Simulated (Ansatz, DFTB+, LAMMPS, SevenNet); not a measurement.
# Lattice parameter c of hcp Hf: levels of theory against measurement

Reference value: 5.051 Å (measured, 293 K, no zero-point or thermal correction; as tabulated in Wikipedia's data pages).

```tsv
level (code)	value (Å)	difference (%)
COMB comb (LAMMPS)	5.147	+1.90
GFN1-xTB as cut by DFTB+	5.112	+1.21
SevenNet-l3i5	5.067	+0.32
LDA (Ansatz)	4.945	-2.10
PBE (Ansatz)	5.068	+0.34
PBE-D3(BJ) (Ansatz)	5.023	-0.55
r²SCAN+SOC (Ansatz)	5.042	-0.18
PBE0 (Ansatz)	5.083	+0.63
Hartree–Fock (Ansatz)	5.223	+3.41
```

Leaving aside GFN1-xTB as cut by DFTB+ (doubt noted below): The reference is not for a static lattice or low temperature, so close values are not ranked against it. Off by more than 1.75 %, or 2.45 % on the side where a correction would as a rule narrow the miss (bounds picked here): Hartree–Fock (+3.41 %), COMB comb (+1.90 %).

The reference isn't brought to a static lattice, while the calculations are for one, so the differences are not the levels' errors alone.  Density-functional levels without +SOC have no spin–orbit coupling. GFN1-xTB as cut by DFTB+: the cell has another shape than the first-principles one, perhaps another minimum in the same group. GFN1-xTB as cut by DFTB+: the cell moved over 20 % in volume from its start. GFN1-xTB as cut by DFTB+: the method was fitted mainly to molecules. GFN1-xTB as cut by DFTB+: codes differ in how they cut the long-range tail of xTB's charge interaction in a crystal, so the value belongs to this code. Cutoffs and k meshes differ between the levels. Ansatz's density-functional and Hartree–Fock values are scalar-relativistic unless marked +SOC, with PAW data made under PBE.

Empirical potentials (COMB comb) are fitted to chosen data: where that held the value shown, agreement is built in, and what lay outside the fit can be far off. Machine-learned potentials (SevenNet-l3i5) are trained on DFT data: a solid inside that data is no test of them.

Differences are worked out from the printed values.

Ansatz is a first-principles code.
